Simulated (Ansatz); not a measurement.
The input, for Ansatz 0.2.0:

```yaml
crystal:
  periodic: [false, false, false]
  atoms:
    - {symbol: N, position_ang: [-0.132454, -0.031601, -0.049187]}
    - {symbol: H, position_ang: [-0.429734, 0.936233, -0.049186]}
    - {symbol: H, position_ang: [-0.429733, -0.433900, 0.831073]}
    - {symbol: H, position_ang: [0.809546, -0.031600, -0.049187]}
    - {symbol: H, position_ang: [1.890546, -0.031600, -0.049187]}
basis:
  gaussian: {orbitals: def2-mTZVP}
magnetization: {spin_polarized: false, initial_magnetization: 1}
correlation: {active_space: {window: {electrons: 3, orbitals: 2}}}
accuracy: high
```

```sh
$ ansatz run in.yaml --threads 1 --pin off --events-out ev --progress --plain --max-ram 2393MiB
```

Log:

```
576 factors; integrals over basis functions are off by at most 3.8e-9 eV
mean field evaluation 1: about -1539.5152 eV, gradient 3.0e1 eV
mean field evaluation 2: about -1539.5155 eV, gradient 3.0e1 eV
mean field evaluation 4: about -1541.8794 eV, gradient 3.3e0 eV
mean field evaluation 8: about -1541.9729 eV, gradient 5.7e-4 eV
mean field -1541.97285209 eV, -56.6664571276 hartree, gradient 7.8e-9 eV, S^2 0.750000; 0 other end points of the search recorded, 0 dependent functions left out
reference -1541.97285209 eV, -56.6664571276 hartree; 6, 5 occupied and 25, 26 virtual orbitals, 576 factors
state -1541.97285209 eV, -56.6664571276 hartree
Total energy: -1541.97285209 eV, -56.6664571276 hartree
```

Natural occupations: 2.0000 1.0000.

Ran on 1 thread of Arm Neoverse V1, shared host: 0.51 s wall, 0.13 GiB peak host memory.
